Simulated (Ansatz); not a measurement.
System: HgS (P3₂21, No. 154). Method: PBEsol-D3(BJ) (PAW; Ansatz, a program for electronic structure).

Numerical settings: plane-wave cutoff 520 eV, 12×12×4 k mesh (along the axes of the cell as run), Fermi–Dirac smearing 0.01 eV, scalar-relativistic PAW data made under PBE.

Response to compression and expansion:

Shape and atoms are relaxed at each volume.

```tsv
V (Å³/atom)	P (GPa)	direct gap at Γ (eV)	smallest gap on the k mesh (eV)	c (Å)
20.676	1.94	0.934	0.839	9.219
21.107	0.88	0.960	0.891	9.249
21.538	0.00	0.999	0.940	9.281
21.969	-0.73	1.052	1.002	9.311
22.399	-1.30	1.116	1.073	9.342
```

The fundamental gap (0.93 eV at the equilibrium volume, with added k points) lies elsewhere than Γ–Γ.

Note: the volume lies 9 % below that of the published cell; the bulk modulus comes from volumes at which shape and atoms were relaxed.

Spin–orbit coupling is not included.
